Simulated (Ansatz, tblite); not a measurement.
**The cluster Mg₂Se₂: rung by rung**

The task here is to estimate one member of a computed series from the others.

The runs use Ansatz 0.2.0, Gaussian basis; as each input shows.

Plan: GFN1-xTB, GFN2-xTB, PBE-D4/def2-TZVP, r2SCAN-D4/def2-TZVP, B3LYP-D4/def2-TZVP, BLYP-D4/def2-TZVP, r2SCANh-D4/def2-TZVP, B2PLYP/def2-TZVP, revPBE-D4/def2-TZVP, PBE-D4/def2-SVP, PBE0-D4/def2-SVP, PBE0-D4/def2-TZVPD, PBE-D4/def2-TZVPD, r2SCAN-D4/def2-TZVPD, CCSD(T)/def2-TZVPP, MP2/def2-TZVP, RPA/def2-TZVP.

## The structure

The geometry is that of the singlet, from an earlier relaxation (r2SCAN-D4/def2-SVP). At that level it is the lowest of the isomers that a small search found.

4 atoms, charge 0, spin multiplicity 1.

Bond lengths: Mg1–Se3 2.463 Å, Mg1–Se4 2.463 Å, Mg2–Se3 2.463 Å, Mg2–Se4 2.463 Å. Angles: Se3–Mg1–Se4 113.0°, Se3–Mg2–Se4 113.0°, Mg1–Se3–Mg2 67.0°, Mg1–Se4–Mg2 67.0°.

PBE0-D4/def2-TZVP was run before; its log isn't repeated, and its numbers join the tables.

Set-up of the first run:

Tight binding, by tblite at 300 K electronic temperature and without a spin-polarisation term:

```python
tblite.interface.Calculator('GFN1-xTB', numbers, positions, charge=0, uhf=0).singlepoint()
```

Tight binding, by tblite at 300 K electronic temperature and without a spin-polarisation term:

```python
tblite.interface.Calculator('GFN2-xTB', numbers, positions, charge=0, uhf=0).singlepoint()
```

start.molden holds the orbitals of an earlier run on this state, given as this run's starting guess.

in.yaml reads:

```yaml
crystal:
  periodic: [false, false, false]
  atoms:
    - {symbol: Mg, position_ang: [-0.054400, -1.358325, -0.020425]}
    - {symbol: Mg, position_ang: [0.054404, 1.358311, 0.020425]}
    - {symbol: Se, position_ang: [-2.048716, 0.083799, -0.114097]}
    - {symbol: Se, position_ang: [2.048711, -0.083785, 0.114098]}
basis:
  gaussian: {orbitals: def2-TZVP, initial_orbitals: start.molden}
hamiltonian: {xc: pbe, dispersion: d4}
scf: {omitted_lower_state_checks: [starts]}
output: {orbitals: {seedname: orbitals}}
```

Launch:

```bash
ansatz run in.yaml --threads 4 --pin off --events-out ev --progress --plain --max-ram 3916MiB
```

Among the steps run: PBE-D4/def2-TZVP; r2SCAN-D4/def2-TZVP; B3LYP-D4/def2-TZVP; BLYP-D4/def2-TZVP; r2SCANh-D4/def2-TZVP; B2PLYP/def2-TZVP; revPBE-D4/def2-TZVP; PBE-D4/def2-SVP; PBE0-D4/def2-SVP; PBE0-D4/def2-TZVPD; PBE-D4/def2-TZVPD; r2SCAN-D4/def2-TZVPD; CCSD(T)/def2-TZVPP; MP2/def2-TZVP; RPA/def2-TZVP.

One table of the session follows, with a row left open; its other results are not shown here.

| level | HOMO (eV) | LUMO (eV) | gap (eV) |
| --- | --- | --- | --- |
| PBE-D4/def2-SVP | -4.89 | -3.36 | 1.53 |
| PBE-D4/def2-TZVP | -5.00 | -3.36 | 1.64 |
| PBE-D4/def2-TZVPD | -5.02 | -3.37 | 1.65 |
| revPBE-D4/def2-TZVP | -4.93 | -3.24 | 1.68 |
| BLYP-D4/def2-TZVP | -4.81 | -3.34 | 1.48 |
| r2SCAN-D4/def2-TZVP | -5.19 | -3.05 | 2.14 |
| r2SCAN-D4/def2-TZVPD | -5.20 | -3.05 | 2.15 |
| r2SCANh-D4/def2-TZVP | -5.55 | -2.85 | 2.71 |
| B3LYP-D4/def2-TZVP | -5.75 | -3.00 | 2.75 |
| PBE0-D4/def2-SVP | -5.88 | -2.75 | 3.13 |
| PBE0-D4/def2-TZVP | ? | ? | ? |
| PBE0-D4/def2-TZVPD | -5.98 | -2.74 | 3.24 |

**Question.** Estimate the row for PBE0-D4/def2-TZVP.

The run gave: HOMO (eV): -5.97; LUMO (eV): -2.73; gap (eV): 3.24. In the column «HOMO (eV)» it lies between PBE0-D4/def2-TZVPD (-5.98) and PBE0-D4/def2-SVP (-5.88).
